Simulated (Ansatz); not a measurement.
Results of r²SCAN in Ansatz (plane waves, PAW) for rock-salt ZrC.

Run with plane-wave cutoff 500 eV, 14×14×14 k mesh, Fermi–Dirac smearing 0.05 eV, scalar-relativistic PAW data made under PBE.

Computed at the level's own relaxed cell.

What does this level give for the equilibrium volume per atom and lattice constant a?


* **equilibrium volume per atom**: 13.07 Å³/atom
* **lattice constant a**: 4.711 Å

Measured, for comparison: equilibrium volume per atom 12.95 Å³/atom, lattice constant a 4.696 Å (temperature not stated, no zero-point or thermal correction; as tabulated in Zhang et al. (2018), doi:10.1088/1367-2630/aac7f0). Computed (rounded) less measured: equilibrium volume per atom +0.9 %, lattice constant a +0.3 %.

Cost on a shared machine: about 7 core-seconds (a rough figure).

Ansatz is a program for electronic structure.
